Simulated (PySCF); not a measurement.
# NO⁺: changing the method

Starting from one script, swap the method and compare what comes out for NO⁺.

The runs use PySCF 2.14.0; method and basis as typed in the scripts.

1 further run of the same task is left out (it didn't finish).

## 1. Where the work starts

NO⁺: 2 atoms, charge 1, spin multiplicity 1.

Bond lengths: N1–O2 1.098 Å.

## 2. The base run

input.py reads:

```python
from pyscf import gto, scf

mol = gto.M(
    atom='N 0 0 0; O 0 0 1.098',
    basis='jorge-dzp',
    charge=1,
    spin=0,
    verbose=3,
)
mf = scf.RHF(mol)
mf.kernel()
mf.nuc_grad_method().kernel()
mf.dip_moment()
print('orbital energies (hartree):', mf.mo_energy[..., max(0, mol.nelec[1]-3):mol.nelec[0]+3].round(4))
```

The run is started by

```console
$ python input.py
```

The log of this run is left out.

It gives: E(SCF) = -128.926396 Eh, gradient on the second atom 0.2181 Eh/bohr.

The bond length is a typed value, not an optimised one. The dipole of an ion depends on the origin.

## 3. CISD

Run 1 changes step after the SCF: gradient → cisd; frozen orbitals: none → 2.

input.py reads:

```python
from pyscf import gto, scf, ci

mol = gto.M(
    atom='N 0 0 0; O 0 0 1.098',
    basis='jorge-dzp',
    charge=1,
    spin=0,
    verbose=3,
)
mf = scf.RHF(mol)
mf.kernel()
ci.CISD(mf, frozen=2).kernel()
mf.dip_moment()
print('orbital energies (hartree):', mf.mo_energy[..., max(0, mol.nelec[1]-3):mol.nelec[0]+3].round(4))
```

The run is started by

```console
$ python input.py
```

## 4. Bhandhlyp (RKS)

Run 2 changes functional: none (Hartree–Fock) → bhandhlyp; SCF type: RHF → RKS; step after the SCF: gradient → analyze.

input.py reads:

```python
from pyscf import gto, dft

mol = gto.M(
    atom='N 0 0 0; O 0 0 1.098',
    basis='jorge-dzp',
    charge=1,
    spin=0,
    verbose=3,
)
mf = dft.RKS(mol, xc='bhandhlyp')
mf.kernel()
mf.analyze()
print('orbital energies (hartree):', mf.mo_energy[..., max(0, mol.nelec[1]-3):mol.nelec[0]+3].round(4))
```

## 5. EOM-EA

Run 3 changes step after the SCF: gradient → eomea; number of roots: none → 5.

input.py, as its differences from that of step 2:

```diff
@@ -1,2 +1,2 @@
-from pyscf import gto, scf
+from pyscf import gto, scf, cc
 
@@ -11,3 +11,6 @@
 mf.kernel()
-mf.nuc_grad_method().kernel()
+mycc = cc.CCSD(mf)
+mycc.kernel()
+e = mycc.eaccsd(nroots=5)[0]
+print('roots (eV) =', (e*27.211386).round(3))
 mf.dip_moment()
```

What does the calculation give? Wanted: for each run, E(SCF); from base; gap; after the SCF.

The runs gave:

| run | E(SCF) (hartree) | from base (eV) | gap (eV) | after the SCF |
| --- | --- | --- | --- | --- |
| base | -128.926396 | 0 | 22.54 | n/a |
| CISD | -128.926396 | 0.0000 | 22.54 | CISD correlation -8.636 eV, core frozen |
| bhandhlyp (RKS) | -129.484690 | not comparable | 15.34 | n/a |
| EOM-EA | -128.926396 | 0.0000 | 22.54 | CCSD correlation -10.090 eV, first root -8.63 eV |

**Reading.** A lower total energy from another functional means nothing by itself.
